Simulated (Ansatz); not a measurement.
C$_{6}$H$_{5}$F, SMILES `Fc1ccccc1` at its PBE0-D4/def2-TZVP geometry, where that method's forces vanish. Total charge 0; spin multiplicity 1.

```tsv
atom	x (Å)	y (Å)	z (Å)
F1	1.008	-2.462	0.316
C2	0.504	-1.230	0.158
C3	1.264	-0.277	-0.491
C4	0.734	0.995	-0.650
C5	-0.531	1.296	-0.166
C6	-1.272	0.319	0.482
C7	-0.758	-0.959	0.650
H8	2.249	-0.537	-0.859
H9	1.318	1.754	-1.157
H10	-0.938	2.291	-0.294
H11	-2.261	0.549	0.861
H12	-1.317	-1.739	1.152
```

Task: For each bond, give half the difference of the two atoms' forces along it (eV/Å; positive pushes the atoms apart) under PBE-D4, r2SCAN-D4, B3LYP-D4, ωB97M-V in def2-TZVPP. (Estimate.)

Result: Computed: 
```
  bond  length (Å)  PBE-D4  r2SCAN-D4  B3LYP-D4  ωB97M-V
 F1–C2       1.340    0.46       0.28      0.36     0.32
 C2–C3       1.381    0.05       0.00     -0.02    -0.06
 C2–C7       1.381    0.05       0.00     -0.02    -0.06
 C3–C4       1.387    0.09       0.10      0.11     0.06
 C3–H8       1.083    0.00      -0.10     -0.14    -0.09
 C4–C5       1.387    0.12       0.09      0.11     0.05
 C4–H9       1.084    0.00      -0.09     -0.15    -0.09
 C5–C6       1.387    0.12       0.09      0.11     0.05
C5–H10       1.083    0.00      -0.09     -0.14    -0.10
 C6–C7       1.387    0.09       0.10      0.11     0.06
C6–H11       1.084    0.00      -0.09     -0.15    -0.09
C7–H12       1.083    0.00      -0.10     -0.14    -0.09
```

B3LYP here is the variant with VWN-RPA as its local correlation; programs differ in this.
